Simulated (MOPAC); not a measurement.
MOPAC input (PM7):

```
PM7 PRECISE GNORM=0.05 LET XYZ UHF MS=0.5 GEO-OK AUX(PRECISION=9) THREADS=1
CH3S

C    -0.01391223 1    1.10555582 1    0.01242075 1
S     0.00131840 1   -0.69162862 1   -0.00793970 1
H     1.03361851 1    1.42417014 1    0.04011488 1
H    -0.50619286 1    1.49393861 1    0.90330915 1
H    -0.46504668 1    1.51461421 1   -0.89091335 1
```

Output:

```
 *******************************************************************************
 **                                                                           **
 **                              MOPAC v23.2.5                                **
 **                                                                           **
 *******************************************************************************
 ** MOPAC's Digital Object Identifier: https://doi.org/10.5281/zenodo.6511958 **
 **                                                                           **
 ** Please cite the open-source release paper for use of this MOPAC version:  **
 ** J. E. Moussa and J. J. P. Stewart (2026)                                  **
 ** MOPAC: An open-source semiempirical molecular orbital program             **
 ** J. Open Source Softw., 11(119), 8025, https://doi.org/10.21105/joss.08025 **
 *******************************************************************************

                              PM7 CALCULATION RESULTS

 *******************************************************************************
 *  PM7        - The PM7 Hamiltonian to be used
 *  GEO-OK     - OVERRIDE INTERATOMIC DISTANCE AND OTHER SAFETY CHECKS
 *  UHF        - UNRESTRICTED HARTREE-FOCK CALCULATION
 *  MS=        - IN MECI, MAGNETIC COMPONENT OF SPIN =  0.5
 *  LET        - OVERRIDE SOME SAFETY CHECKS
 *  PRECISE    - TIGHTER CRITERIA TO BE USED
 *  XYZ        - CARTESIAN COORDINATE SYSTEM TO BE USED
 *  GNORM      - EXIT WHEN GRADIENT NORM DROPS BELOW 0.050
 *  AUX        - OUTPUT AUXILIARY INFORMATION
 *******************************************************************************
PM7 PRECISE GNORM=0.05 LET XYZ UHF MS=0.5 GEO-OK AUX(PRECISION=9) THREADS=1
 CH3S

   ATOM   CHEMICAL          X               Y               Z
  NUMBER   SYMBOL      (ANGSTROMS)     (ANGSTROMS)     (ANGSTROMS)

     1       C         -0.01391223  *   1.10555582  *   0.01242075  *
     2       S          0.00131840  *  -0.69162862  *  -0.00793970  *
     3       H          1.03361851  *   1.42417014  *   0.04011488  *
     4       H         -0.50619286  *   1.49393861  *   0.90330915  *
     5       H         -0.46504668  *   1.51461421  *  -0.89091335  *

          CARTESIAN COORDINATES

    NO.       ATOM           X           Y           Z

     1         C         -0.0139      1.1056      0.0124
     2         S          0.0013     -0.6916     -0.0079
     3         H          1.0336      1.4242      0.0401
     4         H         -0.5062      1.4939      0.9033
     5         H         -0.4650      1.5146     -0.8909

 General Reference for PM7:
 "Optimization of Parameters for Semiempirical Methods VI: More Modifications to the
 NDDO Approximations and Re-optimization of Parameters", J. J. P. Stewart, J. Mol. Mod., 1:32, 19 (2013)
 https://link.springer.com/article/10.1007/s00894-012-1667-x

           Empirical Formula: C H3 S  =     5 atoms

      MOLECULAR POINT GROUP   :   Cs

          UHF CALCULATION, NO. OF ALPHA ELECTRONS =    7
                           NO. OF BETA  ELECTRONS =    6

          Geometry optimization using EF

          DIAGONAL MATRIX USED AS START HESSIAN

 CYCLE:     1  GRAD.:    18.524 HEAT:  26.36976
 CYCLE:     2  GRAD.:    74.914 HEAT:  28.51433
 CYCLE:     3  GRAD.:     4.130 HEAT:  26.10495
 CYCLE:     4  GRAD.:     6.774 HEAT:  26.12055
 CYCLE:     5  GRAD.:     1.022 HEAT:  26.08576
 CYCLE:     6  GRAD.:     3.351 HEAT:  26.08912
 CYCLE:     7  GRAD.:     0.158 HEAT:  26.08416
 CYCLE:     8  GRAD.:     0.040 HEAT:  26.08410

     GRADIENT =  0.03966 IS LESS THAN CUTOFF =  0.05000

 -------------------------------------------------------------------------------
 PM7 PRECISE GNORM=0.05 LET XYZ UHF MS=0.5 GEO-OK AUX(PRECISION=9) THREADS=1
 CH3S

     GEOMETRY OPTIMISED USING EIGENVECTOR FOLLOWING (EF).
     SCF FIELD WAS ACHIEVED

                              PM7 CALCULATION
                                                       MOPAC v23.2.5 Linux

          FINAL HEAT OF FORMATION =         26.08410 KCAL/MOL =     109.13586 KJ/MOL

          COSMO AREA              =         81.03 SQUARE ANGSTROMS
          COSMO VOLUME            =         63.91 CUBIC ANGSTROMS

          GRADIENT NORM           =          0.03966          =       0.01774 PER ATOM
          IONIZATION POTENTIAL    =          8.756807 EV
          ALPHA SOMO LUMO (EV)    =         -8.962 -0.370
          BETA  SOMO LUMO (EV)    =         -8.757 -2.158
          NO. OF ALPHA ELECTRONS  =          7
          NO. OF BETA  ELECTRONS  =          6
          MOLECULAR WEIGHT        =         47.0947         POINT GROUP:  Cs

          MOLECULAR DIMENSIONS (Angstroms)

            Atom       Atom       Distance
            H     5    S     2     2.42009
            H     4    H     3     1.77019
            S     2    H     3     1.38864

          SCF CALCULATIONS        =          9

   ATOM   CHEMICAL          X               Y               Z
  NUMBER   SYMBOL      (ANGSTROMS)     (ANGSTROMS)     (ANGSTROMS)

     1       C         -0.00110026  *   1.09184486  *   0.01255657  *
     2       S         -0.00384682  *  -0.69101210  *  -0.00805105  *
     3       H          1.03515871  *   1.46613895  *   0.04063382  *
     4       H         -0.51435305  *   1.49496078  *   0.89623245  *
     5       H         -0.47352319  *   1.51547743  *  -0.88419645  *

                             CARTESIAN COORDINATES

   1    C       -0.001100261     1.091844861     0.012556566
   2    S       -0.003846822    -0.691012098    -0.008051048
   3    H        1.035158714     1.466138948     0.040633825
   4    H       -0.514353048     1.494960779     0.896232454
   5    H       -0.473523192     1.515477427    -0.884196452

           Empirical Formula: C H3 S  =     5 atoms

      MOLECULAR POINT GROUP   :   Cs

          ALPHA EIGENVALUES
 -27.73431 -21.82374 -14.81851 -14.78283 -12.51284  -9.44488  -8.96160  -0.37034
   0.32798   0.49882   0.54683   0.69085   2.07522   4.89177   5.04280   6.08933

           BETA EIGENVALUES
 -26.71923 -20.26296 -14.75697 -14.57573 -12.14543  -8.75681  -2.15812  -0.09513
   0.67498   0.70703   0.86088   0.86442   2.23779   4.94516   5.06036   6.10730

              NET ATOMIC CHARGES AND DIPOLE CONTRIBUTIONS

  ATOM NO.   TYPE          CHARGE      No. of ELECS.   s-Pop       p-Pop       d-Pop
    1          C          -0.518651        4.5187     1.06990     3.44875
    2          S          -0.011238        6.0112     1.94697     3.99225     0.07201
    3          H           0.182553        0.8174     0.81745
    4          H           0.173668        0.8263     0.82633
    5          H           0.173668        0.8263     0.82633
 DIPOLE           X         Y         Z       TOTAL
 POINT-CHG.     0.087     1.114     0.015     1.118
 HYBRID         0.009     0.640     0.008     0.640
 SUM            0.096     1.754     0.022     1.757

          ATOMIC ORBITAL ELECTRON POPULATIONS

     Atom    s        px        py        pz      x^2-y^2     xz        z^2       yz        xy
    1  C   1.06990   1.18928   1.05745   1.20203
    2  S   1.94697   1.03683   0.96168   1.99374   0.04354   0.00002   0.01412   0.00746   0.00688
    3  H   0.81745
    4  H   0.82633
    5  H   0.82633

                    (SZ)    =    0.500000
                    (S**2)  =    0.755867

          ATOMIC ORBITAL SPIN POPULATIONS

    Atom   Total    s     px     py     pz   x^2-y^2  xz     z^2    yz     xy
         Atomic
    1  C -0.0008 -0.001  0.009 -0.007 -0.002
    2  S  0.9652  0.008  0.958 -0.010  0.002  0.012 -0.000 -0.004 -0.001  0.001
    3  H  0.0241  0.024
    4  H  0.0058  0.006
    5  H  0.0058  0.006

 **********************
 *                    *
 * JOB ENDED NORMALLY *
 *                    *
 **********************

 == MOPAC DONE ==
```

The geometry given is a B3LYP-D3(BJ)/def2-TZVP minimum.
